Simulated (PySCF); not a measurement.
Numbering as in the mapped SMILES `[CH2:1]1[CH2:2][SiH2:3]1` (H(Xn): hydrogen on atom n).

GIAO PBE0/pcSseg-1 shifts (PySCF, gas phase, non-relativistic, equivalent atoms averaged), each against references optimised in the same way as the molecule (TMS).

On the GFN2-xTB geometry: C1/C2 -7.7, Si3 -160.4, H(Si3) 2.42, H(C1)/H(C2) 0.52 ppm.

Question: What changes on the PBE0-D3(BJ)/def2-SVP geometry?

Answer: 
```json
{"atoms": "C1/C2", "δ (ppm)": "-9.7", "change": "-2.0"}
{"atoms": "Si3", "δ (ppm)": "-147.8", "change": "+12.6"}
{"atoms": "H(Si3)", "δ (ppm)": "2.54", "change": "+0.12"}
{"atoms": "H(C1)/H(C2)", "δ (ppm)": "0.50", "change": "-0.02"}
```

Bonds between heavy atoms that differ most (equivalent bonds averaged): C2–Si3 1.881 → 1.862 Å. Mean change of bonds to hydrogen: C–H +0.014 Å, Si–H +0.033 Å.
